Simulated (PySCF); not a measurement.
# FCI/STO-3G run of BCl (SMILES [B]Cl)

What is the energy change on altering one bond length of BCl at FCI/STO-3G? Input form: a Python script.

The calculation is run with PySCF 2.14.0.

12 further runs of the same task are left out: 3 that didn't finish, 9 set aside as unsound or not needed.

### 1 The system as given

BCl: 2 atoms, total charge 0, spin state singlet. As SMILES, `[B]Cl`. The shape is that of a GFN2-xTB optimisation.

Bond lengths: B1–Cl2 1.579 Å.

### 2 The energy at FCI/STO-3G

calc.py reads:

```python
# BCl
from pyscf import gto, mcscf

system = gto.M(
    atom='''
B      0.000000     0.000000     0.000000
Cl     0.000000     0.000000     2.982989
''',
    spin=0,
    basis='sto-3g',
    unit='bohr',
    charge=0,
    max_memory=1860,
    verbose=3,
)

myscf = system.RHF()
myscf.conv_tol = 1e-10
myscf.kernel()
if not myscf.converged:
    myscf = myscf.newton().run(myscf.mo_coeff, myscf.mo_occ)

cas = mcscf.CASCI(myscf, myscf.mo_coeff.shape[-1] - 6, (system.nelec[0] - 6, system.nelec[1] - 6))  # full CI above the frozen core
cas.fix_spin_(ss=0.0)
cas.kernel()
e_tot = cas.e_tot
print(f'total energy: {e_tot:.8f} hartree')
```

On the command line:

```bash
$ OMP_NUM_THREADS=1 python calc.py
```

Log:

```text
converged SCF energy = -478.825500502548
CASCI E = -478.888738007187  E(CI) = -24.1422243014193  S^2 = 0.0000000
total energy: -478.88873801 hartree
```

Wall time 1.3 s (1 thread of Arm Neoverse N1, shared host); peak memory 0.12 GiB.

### 3 The distorted shape

input.xyz reads:

```xyz
2
BCl
B      0.000000     0.000000    -1.262870
Cl     0.000000     0.000000     1.578530
```

job.py reads:

```python
from pyscf import gto, mcscf

mol = gto.Mole()
mol.atom = 'input.xyz'
mol.max_memory = 1860
mol.basis = 'sto-3g'
mol.verbose = 3
mol.build()

mf = mol.RHF()
mf.conv_tol = 1e-10
mf.kernel()
if not mf.converged:
    mf = mf.newton().run(mf.mo_coeff, mf.mo_occ)

cas = mcscf.CASCI(mf, mf.mo_coeff.shape[-1] - 6, (mol.nelec[0] - 6, mol.nelec[1] - 6))  # full CI above the frozen core
cas.fix_spin_(ss=0.0)
cas.kernel()
etot = cas.e_tot
print('E(%s) = %.9f' % ('FCI', etot))
```

On the command line:

```bash
$ OMP_NUM_THREADS=1 python job.py
```

Log:

```text
converged SCF energy = -478.698436253305
CASCI E = -478.786228401749  E(CI) = -20.9181936289716  S^2 = 0.0000000
E(FCI) = -478.786228402
```

Run time: 1.3 s. Hardware: 1 thread of Arm Neoverse N1, shared host; peak memory 0.12 GiB.

### 4 Results

At FCI/STO-3G, 6 core orbitals frozen:

| quantity | value |
| --- | --- |
| first shape: total energy | -478.88874 Eh |
| first shape: dipole moment (Hartree–Fock density) | 0.54 D |
| first shape: HOMO energy (Hartree–Fock orbitals) | -7.74 eV |
| first shape: LUMO energy (Hartree–Fock orbitals) | 7.08 eV |
| first shape: HOMO–LUMO gap (Hartree–Fock orbitals) | 14.82 eV |
| first shape: correlation energy (6 core orbitals frozen) | -63.2 mEh |
| distorted shape: total energy | -478.78623 Eh |
| distorted shape: dipole moment (Hartree–Fock density) | 7.36 D |
| distorted shape: HOMO energy (Hartree–Fock orbitals) | -6.61 eV |
| distorted shape: LUMO energy (Hartree–Fock orbitals) | 2.92 eV |
| distorted shape: HOMO–LUMO gap (Hartree–Fock orbitals) | 9.53 eV |
| distorted shape: correlation energy (6 core orbitals frozen) | -87.8 mEh |
| energy change with the B1–Cl2 bond stretched from 1.579 to 2.841 Å | 2.789 eV |

With the B1–Cl2 bond stretched from 1.579 to 2.841 Å the energy rises by 2.79 eV (64 kcal/mol). The first shape isn't relaxed at this level, so the change isn't measured from a minimum. The minimal basis adds a large error of its own.
